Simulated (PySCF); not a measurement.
Zinc-blende AlAs: Hartree–Fock at its full settings () and at cheaper ones, in a cell of 2 atoms.

| level and setting | lattice parameter a (Å) | bulk modulus B0 (GPa) |
|---|---|---|
| Hartree–Fock (PySCF) | 5.718 | 81.0 |
| Hartree–Fock/STO-3G (Γ point alone) (PySCF) | 5.844 | 127 |
| Hartree–Fock/STO-3G (2×2×2 k mesh) (PySCF) | ___ | ___ |

Q: Complete the blanks.

A: 
- Hartree–Fock/STO-3G (2×2×2 k mesh) (PySCF), lattice parameter a (Å): 5.516
- Hartree–Fock/STO-3G (2×2×2 k mesh) (PySCF), bulk modulus B0 (GPa): 160

Largest shifts from the full settings: lattice constant a -3.53 % (Hartree–Fock/STO-3G (2×2×2 k mesh)), against a difference of +1.22 % of the full result from the reference 5.649 Å (measured, static lattice: zero-point anharmonic expansion removed; as tabulated in Mejia-Rodriguez and Trickey (2018), arXiv:1807.09216); bulk modulus +98 % (Hartree–Fock/STO-3G (2×2×2 k mesh)), against a difference of +8.0 % of the full result from the reference 75 GPa (measured, 0 K value with the zero-point phonon effect removed; as tabulated in Mejia-Rodriguez and Trickey (2018), arXiv:1807.09216).

Run with cheap settings on purpose, which may leave them unconverged: Hartree–Fock/STO-3G (2×2×2 k mesh), Hartree–Fock/STO-3G (Γ point alone).
